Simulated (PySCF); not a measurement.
## Relative stability

The two ends of one reaction step of SiNH₃, closed shell (PBE0-D4/def2-TZVP).

A:

H1  (-0.545, -1.106, -1.344)
N2  (0.239, -0.422, 1.075)
Si3  (-0.123, -0.029, -0.425)
H4  (-0.104, 1.307, -1.085)
H5  (0.534, 0.277, 1.744)
(Å)

B:

```
atom    x (Å)    y (Å)    z (Å)
  H1  -0.5447  -1.4215   0.1997
  N2  -0.2148  -0.4694   0.2334
 Si3   0.3734   0.3257  -1.1580
  H4   0.6724   1.6338  -0.4183
  H5  -0.2824  -0.0782   1.1600
```

Computed with PySCF 2.14 with density fitting (its default auxiliary sets; JK sets also for MP2 and CCSD(T)) (basis: def2-TZVPP); correlated methods freeze the cores. B3LYP uses VWN-RPA correlation.

**Question.** Which structure is lower at CCSD(T), and by how much? (Judge from chemistry; the value comes from the calculation.)

**Answer.** Computed: B, by 67.0 kJ/mol (electronic energy, against the other). By their contacts, A is SiNH₃ ([NH][SiH2]) and B is SiNH₃ ([NH2][SiH]).

All methods give the same order:

```
   method  E(B) − E(A) (kJ/mol)
    SPW92                 -70.9
   PBE-D4                 -63.7
r2SCAN-D4                 -56.8
  PBE0-D4                 -72.2
 B3LYP-D4                 -67.4
 BHLYP-D4                 -76.6
  wB97M-V                 -77.4
       HF                 -85.8
      MP2                 -54.8
     CCSD                 -73.7
  CCSD(T)                 -67.0
```

The T1 diagnostic stays at or below 0.019. The restricted Hartree–Fock reference is unstable towards an unrestricted one at one or more of these structures.

Labels in which every atom is bracketed show which atoms are joined, not bond orders.

For scale, one of the runs: CCSD(T)/def2-TZVPP, 115 basis functions, launched by `OMP_NUM_THREADS=4 python run.py`. The run took about 27 s on 4 CPU threads of a Oxide Virtual Turin-like (shared host).
